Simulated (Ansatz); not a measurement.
System: rock-salt MgS. Method: r²SCAN (Ansatz, an electronic-structure program, plane waves, PAW).

Settings: plane-wave cutoff 560 eV, 12×12×12 k mesh, Fermi–Dirac smearing 0.01 eV, scalar-relativistic PAW data made under PBE.

Pressure at four volumes; x = ln(V/17.606 Å³). One pressure is withheld.

```csv
V (Å³/atom),x,P (GPa)
16.550,-0.0619,?
16.902,-0.0408,3.54
17.606,0.0000,0.00
18.662,0.0582,-4.13
```

**Question.** Pass a parabola P(x) through the three rows shown, estimate the bulk modulus and its pressure derivative near zero pressure, and predict the withheld pressure.

**Answer.** Slopes between the rows: (0.00 − (3.54))/(0.0000 − (-0.0408)) = -86.76 and (-4.13 − (0.00))/(0.0582 − (0.0000)) = -70.96 GPa. Their difference over the span 0.0990 is c = 15.80/0.0990 = 159.6 GPa, so P(x) = 3.54 + (-86.76)(x − (-0.0408)) + 159.6 (x − (-0.0408))(x − (0.0000)). At the middle row B = −dP/dx = −[-86.76 + 159.6 × 0.0408] = 80.2 GPa, and B′ = dB/dP = 2c/B = 4.0. At x = -0.0619 the parabola gives 5.58 GPa; the run gives 5.59 GPa. The Birch–Murnaghan fit to the energies at all volumes has B0 = 79.8 GPa and B′ = 4.0.

Measured, for comparison: bulk modulus 81 GPa (corrected for zero-point motion; as tabulated in Goldzak et al. (2022), arXiv:2208.04865). Computed less measured: bulk modulus -1.5 %.
